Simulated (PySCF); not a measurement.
SMILES CCC(C)CC, C$_{6}$H$_{14}$

Geometry (Å), atoms numbered from 1 in this order:
```xyz
20

C    -2.518    0.444   -0.339
C    -1.087    0.961   -0.246
C    -0.028   -0.146   -0.150
C    -0.188   -0.958    1.133
C     1.367    0.487   -0.241
C     2.503   -0.526   -0.333
H    -2.825   -0.040    0.585
H    -3.201    1.269   -0.528
H    -2.613   -0.273   -1.152
H    -0.877    1.562   -1.135
H    -0.995    1.617    0.623
H    -0.156   -0.820   -1.006
H     0.554   -1.750    1.182
H    -1.170   -1.421    1.176
H    -0.068   -0.316    2.004
H     1.524    1.128    0.630
H     1.399    1.125   -1.127
H     2.605   -1.093    0.589
H     3.444   -0.014   -0.518
H     2.326   -1.224   -1.149
```

Computed with PySCF, GIAO PBE/pcSseg-1 magnetisability, rotational g tensor and spin-rotation constants, non-relativistic, gas phase. Geometry: GFN2-xTB.

Task: What are the magnetisability and the molar susceptibility?

Result: Isotropic -1274 × 10⁻³⁰ J/T², or -76.7 × 10⁻⁶ cm³/mol; principal values -1302, -1265, -1256 × 10⁻³⁰ J/T², anisotropy 43 × 10⁻³⁰ J/T² (root of half the summed squared differences of the principal values). The susceptibility is in cgs units.

Task: Split it along the inertial axes a, b, c into diamagnetic and paramagnetic parts about the centre of mass, with the quadrupole moment.

Result: 
```csv
axis,χ (10⁻⁶ cm³/mol),diamagnetic (10⁻⁶ cm³/mol),paramagnetic (10⁻⁶ cm³/mol),summed x² of all electrons (Å²),quadrupole Θ (D Å)
a,-78.4,-301.9,223.5,164.5,-0.76
b,-75.6,-792.9,717.2,48.8,+0.07
c,-76.2,-904.8,828.6,22.4,+0.69
```
Anisotropies 2χaa − χbb − χcc = -5.1 and 2χbb − χaa − χcc = +3.4 × 10⁻⁶ cm³/mol. Θ is traceless in Buckingham's convention.

Task: And the rotational g tensor?

Result: 
| axis | rotational constant (GHz) | g | nuclear part | electronic part |
| --- | --- | --- | --- | --- |
| a | 6.6470 | +0.0121 | 0.7100 | -0.6979 |
| b | 1.8754 | +0.0005 | 0.6324 | -0.6319 |
| c | 1.6151 | +0.0006 | 0.6293 | -0.6287 |

Asymmetric top; isotopes 12C, 1H; no vibrational averaging.
